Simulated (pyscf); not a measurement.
Optimised with ωB97X-D3(BJ)/def2-SVP in PySCF.

Estimate by transition-state theory the rate constant of `[BH2][F]` + `[NH3]` -> `[NH2][BH][F]` + `[H][H]` (singlet surface; B–H, H–N broken, B–N, H–H formed) at 600 K, with ωB97M-D3(BJ)/def2-TZVP energies (ideal gas, 1 atm, RRHO with modes under 100 cm⁻¹ raised to 100, one conformer, R ln 2 for chiral ones without a mode under 150 cm⁻¹; no tunnelling).

The electronic barrier is 15.4 kcal/mol and the thermal terms add +19.5, so ΔG‡ = 34.9 kcal/mol. With k_BT/h = 1.25e+13 s⁻¹ and RT = 1.192 kcal/mol, and a volume of 8.18e-20 cm³ per molecule at 1 atm, k = 2.0e-19 cm³ molecule⁻¹ s⁻¹. Wigner's tunnelling factor for 1461i cm⁻¹ would be 1.51, likely too low at so high a frequency. A shift of 1 kcal/mol in the barrier changes k by a factor 2.3. On the reactant side the descent ends in an adduct with a B–N contact, 23.4 kcal/mol under the separated species and 39.4 kcal/mol under the saddle at ωB97X-D3(BJ)/def2-TZVP. What is counted as formed (B–N) is already present as a longer contact in the reactant adduct; forming that adduct is a step of its own. At the saddle there is also a short B–H contact that neither side keeps. The same reactants have a lower exit, to H₂B–NH₂ + HF (barrier +9.2 kcal/mol at ωB97M-D3(BJ)/def2-TZVP, against +15.4 kcal/mol here). This is the saddle that the search found; another between the same sides may lie lower.
